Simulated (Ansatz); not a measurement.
Zinc-blende HgTe, treated with r²SCAN50 (PAW; Ansatz, an electronic-structure program).

Run with plane-wave cutoff 520 eV, 8×8×8 k mesh, Fermi–Dirac smearing 0.01 eV, scalar-relativistic PAW data made under PBE.

The direct gap at Γ against volume; x = 100 ln(V/33.821 Å³). One gap is withheld.

| V (Å³/atom) | x | gap (eV) |
|---|---|---|
| 32.130 | -5.13 | ? |
| 32.975 | -2.53 | 2.035 |
| 33.821 | 0.00 | 1.938 |
| 34.661 | 2.45 | 1.843 |
| 35.512 | 4.88 | 1.750 |

Problem. Fit a straight line to the rows shown, give the volume deformation potential and predict the withheld gap.

Solution. Means of the 4 rows: x̄ = 1.200, ȳ = 1.8915 eV. Σ(x − x̄)(y − ȳ) = -1.1724 and Σ(x − x̄)² = 30.458, so the slope is -0.0385 eV per unit of x, and dE_g/d ln V = -3.9 eV. At x = -5.13: 1.8915 + (-0.0385) × (-5.13 − (1.200)) = 2.135 eV. The run gives 2.135 eV, 0.000 eV below the line.

Spin–orbit coupling is not included; with these elements it can move the gap by several tenths of an eV or more.
